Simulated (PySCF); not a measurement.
Electric properties by functional and basis

Compound: 1,1-dichloro-2,2-difluoroethane, C2H2Cl2F2.
InChI=1S/C2H2Cl2F2/c3-1(4)2(5)6/h1-2H

PySCF, dipoles from the SCF density, polarisabilities from static response with core orbitals frozen. Isolated species at its PBE0-D3(BJ)/def2-SVP geometry (one conformer only).

Reference polarisability: 8.401 Å³ (measured, gas; NIST CCCBDB Release 22 (SRD 101), experimental polarizabilities). The anisotropy is √(½[(α1 − α2)² + (α2 − α3)² + (α3 − α1)²]).

| level | μ (D) | α (au) | error (%) | anisotropy (au) |
| --- | --- | --- | --- | --- |
| LDA/def2-SVPD | 1.994 | 57.97 | +2.3 | 16.03 |
| PBE/def2-SVPD | 1.947 | 57.74 | +1.9 | 16.07 |
| B3LYP/def2-SVPD | 2.072 | 55.72 | -1.7 | 15.42 |
| PBE0/def2-SVPD | 2.078 | 55.02 | -3.0 | 15.12 |
| BHandHLYP/def2-SVPD | 2.206 | 53.36 | -5.9 | 14.71 |
| CAM-B3LYP/def2-SVPD | 2.135 | 54.77 | -3.4 | 14.74 |
| wB97X-D/def2-SVPD | 2.121 | 54.42 | -4.0 | 14.69 |
| LC-wPBE/def2-SVPD | 2.149 | 53.51 | -5.6 | 13.96 |
| HF/def2-SVPD | 2.355 | 51.15 | -9.8 | 14.21 |
| PBE0/6-31G* | 2.096 | 40.78 | -28.1 | 17.62 |
| PBE0/def2-SVP | 2.060 | 39.14 | -31.0 | 15.65 |
| PBE0/def2-TZVP | 2.027 | 48.99 | -13.6 | 16.59 |

For the polarisability, the smallest error is 1.7% (B3LYP/def2-SVPD) and the largest 31.0% (PBE0/def2-SVP). The dipole runs from 1.95 D (PBE/def2-SVPD) to 2.36 D (HF/def2-SVPD). In one basis (def2-SVPD) the functionals order the polarisability from HF (lowest) to LDA (highest), a spread of 13%. With PBE0 the polarisability is 42.97 au without diffuse functions (mean of 6-31G*, def2-SVP and def2-TZVP) and 55.02 au with them (def2-SVPD). Measured values can belong to vibrating molecules and may average over conformers; the computed ones are for one fixed geometry.
